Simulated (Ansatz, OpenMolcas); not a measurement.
**How methods differ on [BCl2]+ (SMILES Cl[B+]Cl)**

[BCl2]+ has 3 atoms, charge +1, and is taken as a singlet. SMILES: `Cl[B+]Cl`. The shape is that of a GFN2-xTB optimisation.

```xyz
3

Cl   -1.2384    0.7665   -0.5913
B     0.0007    0.0014    0.0006
Cl    1.2376   -0.7678    0.5907
```

Each level gives the vertical energy of the triplet above the singlet (eV). The values are calculated.

```json
{"level": "BLYP/STO-3G", "kind": "GGA", "program": "Ansatz", "value (eV)": "6.90", "less FCI/STO-3G": "-0.81", "CPU time (all runs)": "66 s"}
{"level": "revPBE/STO-3G", "kind": "GGA", "program": "Ansatz", "value (eV)": "6.96", "less FCI/STO-3G": "-0.75", "CPU time (all runs)": "75 s"}
{"level": "BHLYP/STO-3G", "kind": "global hybrid", "program": "Ansatz", "value (eV)": "7.23", "less FCI/STO-3G": "-0.48", "CPU time (all runs)": "23 s"}
{"level": "CAM-B3LYP/STO-3G", "kind": "range-separated hybrid", "program": "Ansatz", "value (eV)": "7.17", "less FCI/STO-3G": "-0.54", "CPU time (all runs)": "27 s"}
{"level": "HSE06/STO-3G", "kind": "range-separated hybrid", "program": "Ansatz", "value (eV)": "7.11", "less FCI/STO-3G": "-0.60", "CPU time (all runs)": "20 s"}
{"level": "BCCD(T)/STO-3G", "kind": "coupled cluster or CI", "program": "Ansatz", "value (eV)": "7.80", "less FCI/STO-3G": "+0.09", "CPU time (all runs)": "3 s"}
{"level": "CCSDTQ/STO-3G", "kind": "coupled cluster or CI", "program": "Ansatz", "value (eV)": "7.71", "less FCI/STO-3G": "0.00", "CPU time (all runs)": "59 s"}
{"level": "FCI/STO-3G, open shells restricted", "kind": "exact in the basis", "program": "OpenMolcas", "value (eV)": "7.71", "less FCI/STO-3G": "0.00", "CPU time (all runs)": "65 s"}
{"level": "FCI/STO-3G", "kind": "exact in the basis", "program": "Ansatz", "value (eV)": "7.71", "less FCI/STO-3G": "0.00", "CPU time (all runs)": "5.5 s"}
```

FCI/STO-3G, open shells restricted is exact within its basis and frozen core, so for wave-function methods in that basis the difference is their error; functionals converge differently with the basis, so for them it is only a difference. The values span 6.90 to 7.80 eV. A triplet this far above the singlet is often a Rydberg-like or dissociative state; sets without diffuse functions put Rydberg states too high. All rows use very small basis sets, so even the best lies far from the true value. Times are those of the runs behind each value, whatever else they computed, on shared processors of several kinds: orders of magnitude only.
